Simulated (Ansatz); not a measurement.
Fluorite CaF₂, relaxed in Ansatz (plane waves) with several semilocal functionals. Each gives its own volume and its own bulk modulus:

```tsv
level	V0 (Å³/atom)	bulk modulus B0 (GPa)	ln V0	ln B0
LDA	12.590	101.3	2.5329	4.6181
PBEsol	13.273	86.42	2.5857	4.4592
PBE	13.948	77.50	2.6353	4.3503
```

Question: Fit a straight line to ln B0 against ln V0. What does it predict for r²SCAN, whose volume is 13.407 Å³/atom?

Answer: With x = ln V0 and y = ln B0: means 2.58463 and 4.47587; Σ(Δx Δy) = -0.01374, Σ(Δx²) = 0.005245, so the slope is -2.62. At x = 2.5958 the line gives y = 4.47587 + (-2.62) × (2.5958 − 2.58463) = 4.4466, or 85.34 GPa. The run with r²SCAN gives 89.55 GPa, +4.9 % from the line. The rows used scatter about it by up to 1.4 %, while the largest value lies 31 % above the smallest. For comparison, PBE's own equation of state has B′ = 4.5, the slope −d ln B/d ln V at a fixed functional; the two needn't agree, since functionals also differ at one volume.

Measured: 83 GPa (measured, temperature not stated, no zero-point or thermal correction, our sources range from 81.0 to 84.0; as tabulated in On the Morphology of Group II Metal Fluoride Nanocrystals at Finite Temperature …).

Ansatz's density-functional and Hartree–Fock values are scalar-relativistic unless marked +SOC, with PAW data made under PBE.

Ansatz is an electronic-structure program.
